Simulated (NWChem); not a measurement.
Everything below was run with NWChem. System: H₂S, charge 0, spin multiplicity 3, at the geometry of a parent with another charge or spin, in a state set for the comparison that need not be this species' ground state. Its SCF solution wasn't tested for a lower state. Level: UMP2/def2-TZVP, 5 core orbitals frozen.

Input file:

```
start mol
memory heap 200 mb stack 800 mb global 1000 mb
geometry units angstroms nocenter noautoz
  S      0.000000     0.000000     0.105588
  H     -0.973994     0.000000    -0.844700
  H      0.973994     0.000000    -0.844700
  symmetry group C2v
end
basis spherical
  * library def2-tzvp
end
scf
  uhf
  nopen 2
  maxiter 100
  thresh 1e-7
  semidirect memsize 60000000 filesize 0
  # guess.movecs holds the orbitals of an unrestricted PBE0 run
  vectors input guess.movecs output mol.movecs
end
mp2
  freeze core 5
end
task mp2 energy
```

NWChem printed:

```
             Northwest Computational Chemistry Package (NWChem) 7.3.0
             --------------------------------------------------------

                                NWChem Input Module
                                -------------------

 Scaling coordinates for geometry "geometry" by  1.889725989
 (inverse scale =  0.529177249)

 Turning off AUTOSYM since
 SYMMETRY directive was detected!

                             Geometry "geometry" -> ""
                             -------------------------

 Output coordinates in angstroms (scale by  1.889725989 to convert to a.u.)

  No.       Tag          Charge          X              Y              Z
 ---- ---------------- ---------- -------------- -------------- --------------
    1 S                   16.0000     0.00000000     0.00000000     0.10558800
    2 H                    1.0000    -0.97399400     0.00000000    -0.84470000
    3 H                    1.0000     0.97399400     0.00000000    -0.84470000

 Effective nuclear repulsion energy (a.u.)      12.7157812366

            Nuclear Dipole moment (a.u.)
            ----------------------------
        X                 Y               Z
 ---------------- ---------------- ----------------
     0.0000000000     0.0000000000     0.0000151178

      Symmetry information
      --------------------

 Group name             C2v
 Group number             16
 Group order               4
 No. of unique centers     2

      Symmetry unique atoms

     1    2


 Summary of "ao basis" -> "" (spherical)
 ------------------------------------------------------------------------------
       Tag                 Description            Shells   Functions and Types
 ---------------- ------------------------------  ------  ---------------------
 *                         def2-tzvp                  on all atoms

 Summary of "ao basis" -> "ao basis" (spherical)
 ------------------------------------------------------------------------------
       Tag                 Description            Shells   Functions and Types
 ---------------- ------------------------------  ------  ---------------------
 S                         def2-tzvp                13       37   5s5p2d1f
 H                         def2-tzvp                 4        6   3s1p

                                 NWChem SCF Module
                                 -----------------

  ao basis        = "ao basis"
  functions       =    49
  atoms           =     3
  alpha electrons =    10
  beta  electrons =     8
  charge          =   0.00
  wavefunction    = UHF
  use symmetry    = T
  symmetry adapt  = T

 Summary of "ao basis" -> "ao basis" (spherical)
 ------------------------------------------------------------------------------
       Tag                 Description            Shells   Functions and Types
 ---------------- ------------------------------  ------  ---------------------
 S                         def2-tzvp                13       37   5s5p2d1f
 H                         def2-tzvp                 4        6   3s1p

      Symmetry analysis of basis
      --------------------------

        a1         21
        a2          4
        b1         14
        b2         10

 Forming initial guess at       0.1s

   Symmetry analysis of molecular orbitals - initial alpha
   -------------------------------------------------------

  Numbering of irreducible representations:

     1 a1          2 a2          3 b1          4 b2

  Orbital symmetries:

     1 a1          2 a1          3 b2          4 b1          5 a1
     6 a1          7 b1          8 a1          9 b2         10 b1
    11 a1         12 b1         13 a1         14 b2         15 a2
    16 a1         17 b2         18 a1         19 b1         20 a1

   Symmetry analysis of molecular orbitals - initial beta
   ------------------------------------------------------

  Numbering of irreducible representations:

     1 a1          2 a2          3 b1          4 b2

  Orbital symmetries:

     1 a1          2 a1          3 a1          4 b2          5 b1
     6 a1          7 b1          8 a1          9 b2         10 a1
    11 b1         12 b1         13 a1         14 a1         15 b2
    16 a1         17 b2         18 a2         19 b1         20 a1

 Starting SCF solution at       0.1s

 ----------------------------------------------
         Quadratically convergent UHF

 Convergence threshold     :          1.000E-07
 Maximum no. of iterations :          100
 Integral*density screening:          1.000E-09
 ----------------------------------------------

              iter       energy          gnorm     gmax       time
             ----- ------------------- --------- --------- --------
                 1     -398.5107375753  5.41D-01  2.44D-01      0.3
                 2     -398.5179048676  5.16D-02  1.10D-02      0.3
                 3     -398.5185516242  1.97D-03  6.33D-04      0.3
                 4     -398.5185533226  1.91D-06  5.47D-07      0.4
                 5     -398.5185533226  3.54D-09  1.27D-09      0.4

       Final UHF  results
       ------------------

         Total SCF energy =   -398.518553322628
      One electron energy =   -575.209656587593
      Two electron energy =    163.975322028339
 Nuclear repulsion energy =     12.715781236627

                       Sz =      1.0000
                 Sz(Sz+1) =      2.0000
                      S^2 =      2.0244

        Time for solution =      0.3s

       Symmetry analysis of molecular orbitals - alpha
       -----------------------------------------------

  Numbering of irreducible representations:

     1 a1          2 a2          3 b1          4 b2
[...]
  ----- ------------  ---------------      ----- ------------  ---------------
    20      0.784098  1 S  pz                39      0.666294  2 H  s
    45      0.666294  3 H  s                 40     -0.423478  2 H  s
    46     -0.423478  3 H  s                 30      0.345197  1 S  d  2
     5     -0.201814  1 S  s                 17     -0.191571  1 S  pz

                     UHF Final Beta Molecular Orbital Analysis
                     -----------------------------------------

 Vector    6  Occ=1.000000D+00  E=-9.391811D-01  Symmetry=a1
              MO Center= -1.3D-16,  1.1D-16, -2.4D-01, r^2= 1.0D+00
   Bfn.  Coefficient  Atom+Function         Bfn.  Coefficient  Atom+Function
  ----- ------------  ---------------      ----- ------------  ---------------
     4      0.611542  1 S  s                  3     -0.423321  1 S  s
     5      0.364175  1 S  s

 Vector    7  Occ=1.000000D+00  E=-5.641676D-01  Symmetry=b1
              MO Center=  3.0D-15, -3.1D-16, -4.0D-01, r^2= 1.4D+00
   Bfn.  Coefficient  Atom+Function         Bfn.  Coefficient  Atom+Function
  ----- ------------  ---------------      ----- ------------  ---------------
    15      0.392548  1 S  px                39     -0.191668  2 H  s
    45      0.191668  3 H  s                 12      0.179046  1 S  px

 Vector    8  Occ=1.000000D+00  E=-4.873985D-01  Symmetry=a1
              MO Center= -1.7D-15, -2.3D-15,  2.6D-01, r^2= 1.4D+00
   Bfn.  Coefficient  Atom+Function         Bfn.  Coefficient  Atom+Function
  ----- ------------  ---------------      ----- ------------  ---------------
    17      0.437230  1 S  pz                 4      0.291603  1 S  s
     5      0.261378  1 S  s                 20      0.259116  1 S  pz
    14      0.210230  1 S  pz                 3     -0.190442  1 S  s
     8     -0.164386  1 S  pz

 Vector    9  Occ=0.000000D+00  E=-1.268870D-02  Symmetry=b2
              MO Center= -8.5D-17, -1.4D-15,  5.5D-02, r^2= 2.0D+00
   Bfn.  Coefficient  Atom+Function         Bfn.  Coefficient  Atom+Function
  ----- ------------  ---------------      ----- ------------  ---------------
    19      0.611403  1 S  py                16      0.345660  1 S  py
    13      0.206958  1 S  py                 7     -0.156234  1 S  py

 Vector   10  Occ=0.000000D+00  E= 1.464734D-01  Symmetry=a1
              MO Center= -1.2D-15,  5.1D-16, -7.5D-01, r^2= 4.8D+00
   Bfn.  Coefficient  Atom+Function         Bfn.  Coefficient  Atom+Function
  ----- ------------  ---------------      ----- ------------  ---------------
     5      1.361258  1 S  s                 40     -1.206697  2 H  s
    46     -1.206697  3 H  s                 20     -0.823259  1 S  pz
     3     -0.168160  1 S  s

 Vector   11  Occ=0.000000D+00  E= 1.797229D-01  Symmetry=b1
              MO Center=  1.6D-14, -4.2D-16, -4.1D-01, r^2= 4.0D+00
   Bfn.  Coefficient  Atom+Function         Bfn.  Coefficient  Atom+Function
  ----- ------------  ---------------      ----- ------------  ---------------
    40      1.377072  2 H  s                 46     -1.377072  3 H  s
    18      1.285009  1 S  px                12      0.172353  1 S  px

 center of mass
 --------------
 x =   0.00000000 y =   0.00000000 z =   0.09303298

 moments of inertia (a.u.)
 ------------------
           6.114655699933           0.000000000000           0.000000000000
           0.000000000000          12.943156388186           0.000000000000
           0.000000000000           0.000000000000           6.828500688253

  Mulliken analysis of the total density
  --------------------------------------

    Atom       Charge   Shell Charges
 -----------   ------   -------------------------------------------------------
    1 S   16    15.98   2.01  0.49  1.48  1.09  0.78  4.17  1.70  0.85  2.14  0.99  0.09  0.19  0.01
    2 H    1     1.01   0.24  0.54  0.21  0.02
    3 H    1     1.01   0.24  0.54  0.21  0.02

  Mulliken analysis of the alpha density
  --------------------------------------

    Atom       Charge   Shell Charges
 -----------   ------   -------------------------------------------------------
    1 S   16     8.70   1.00  0.24  0.74  0.55  0.40  2.11  0.83  0.53  1.41  0.67  0.06  0.14  0.01
    2 H    1     0.65   0.14  0.33  0.17  0.01
    3 H    1     0.65   0.14  0.33  0.17  0.01

   Mulliken analysis of the beta density
   -------------------------------------

    Atom       Charge   Shell Charges
 -----------   ------   -------------------------------------------------------
    1 S   16     7.27   1.00  0.24  0.74  0.54  0.38  2.07  0.86  0.31  0.73  0.32  0.02  0.04  0.00
    2 H    1     0.36   0.10  0.21  0.04  0.01
    3 H    1     0.36   0.10  0.21  0.04  0.01

   Mulliken analysis of the spin density
   -------------------------------------

    Atom       Charge   Shell Charges
 -----------   ------   -------------------------------------------------------
    1 S   16     1.43   0.00  0.00 -0.00  0.02  0.02  0.04 -0.03  0.22  0.67  0.36  0.04  0.10  0.00
    2 H    1     0.29   0.04  0.12  0.13  0.00
    3 H    1     0.29   0.04  0.12  0.13  0.00

       Multipole analysis of the density wrt the origin
       ------------------------------------------------

     L   x y z        total         alpha         beta         nuclear
     -   - - -        -----         -----         ----         -------
     0   0 0 0     -0.000000    -10.000000     -8.000000     18.000000

     1   1 0 0     -0.000000     -0.000000     -0.000000      0.000000
     1   0 1 0      0.000000     -0.000000      0.000000      0.000000
     1   0 0 1     -0.130549      0.136381     -0.266945      0.000015

     2   2 0 0    -12.012598    -12.292687     -6.495394      6.775483
     2   1 1 0      0.000000      0.000000      0.000000      0.000000
     2   1 0 1      0.000000      0.000000      0.000000      0.000000
     2   0 2 0    -10.139281     -7.191004     -2.948277      0.000000
     2   0 1 1      0.000000      0.000000      0.000000      0.000000
     2   0 0 2    -12.467615    -11.573353     -6.627310      5.733049

                   NWChem MP2 Semi-direct Energy/Gradient Module
                   ---------------------------------------------

  Basis functions       =     49
  Molecular orbitals    =     49
  Frozen core           =      5
  Frozen virtuals       =      0
  Active alpha occupied =      5
  Active beta occupied  =      3
  Active alpha virtual  =     39
  Active beta virtual   =     41
  Use MO symmetry       = T
  Use skeleton AO sym   = T

  AO/Fock/Back tols     =   1.0D-09  1.0D-09  1.0D-09

 GA uses MA = F    GA memory limited = T

 Available:
  local mem=  1.15D+08
 global mem=  1.31D+08
 local disk=  0.00D+00
  mp2_memr nvloc                    39
  nvloc new                    39
   1 passes of   5:        3145728                      14644                    816347.
   1 passes of   5: M    114684097           G      131067198           F     111538369.

 Semi-direct pass number   1 of   1  for UHF alpha       at        0.5s
  vrange nnbf                  1225
  mp2_eaftype                    10  avail_ma_in_mb                   999
 EAF : mp2_eaftype filesize          10     408173.
  mp2_eaf for mointskh                     10
Node 0 wrote      1.9 Mb in      0.0 s     Agg I/O rate:  1682.8 Mb/s
 Done moints_semi at        1.0s
  mp2_eaftype                    10  avail_ma_in_mb                   989
 EAF : mp2_eaftype filesize          10     408173.
  mp2_eaf for kh                    10
 Done maket at        1.0s
 Done multipass loop at        1.0s

 GA uses MA = F    GA memory limited = T

 Available:
  local mem=  1.15D+08
 global mem=  1.31D+08
 local disk=  0.00D+00
  mp2_memr nvloc                    41
  nvloc new                    41
   1 passes of   3:        3145728                      11045                    516467.
   1 passes of   3: M    114684097           G      131067198           F     111538369.

 Semi-direct pass number   1 of   1  for UHF beta        at        1.0s
  vrange nnbf                  1225
  mp2_eaftype                    10  avail_ma_in_mb                   999
 EAF : mp2_eaftype filesize          10     258233.
  mp2_eaf for mointskh                     10
Node 0 wrote      1.2 Mb in      0.0 s     Agg I/O rate:  1898.0 Mb/s
 Done moints_semi at        1.6s
  mp2_eaftype                    10  avail_ma_in_mb                   989
 EAF : mp2_eaftype filesize          10     258233.
  mp2_eaf for kh                    10
 Done maket at        1.6s
 Done multipass loop at        1.6s

          -------------------------------------------
          SCF energy                -398.518553322628
          Correlation energy          -0.158618186259
          Singlet pairs                0.000000000000
          Triplet pairs                0.000000000000
          Total MP2 energy          -398.677171508887
          -------------------------------------------

          ---------------------------------------------------
                    Spin Component Scaled (SCS) MP2
          Same spin pairs                     -0.033583891266
          Same spin scaling factor             0.333333333333
          Opposite spin pairs                 -0.125034294993
          Opposite spin scaling fact.          1.200000000000
          SCS-MP2 correlation energy          -0.161235784414
          Total SCS-MP2 energy              -398.679789107042
          ---------------------------------------------------

 -----------------------
 Performance information
 -----------------------

 Timer overhead =  1.91D-07 seconds/call

               Nr. of calls         CPU time (s)                 Wall time (s)                GFlops
             ---------------    -------------------     ------------------------------   -------------------
Name         Min   Avg   Max    Min     Avg     Max     Min     Avg     Max   Mx/calls   Min     Max     Sum
mp2: moin     2     2     2    1.1     1.1     1.1      1.1     1.1     1.1    0.57      0.0     0.0     0.0
mp2: make     2     2     2   2.18E-2 2.18E-2 2.18E-2  2.18E-2 2.18E-2 2.18E-2 1.09E-2   0.0     0.0     0.0
mp2: tota     1     1     1    1.2     1.2     1.2      1.2     1.2     1.2     1.2      0.0     0.0     0.0

 The average no. of pstat calls per process was 5.00D+00
 with a timing overhead of 9.56D-07s

 Task  times  cpu:        1.6s     wall:        1.6s

 Total times  cpu:        1.6s     wall:        1.6s
```
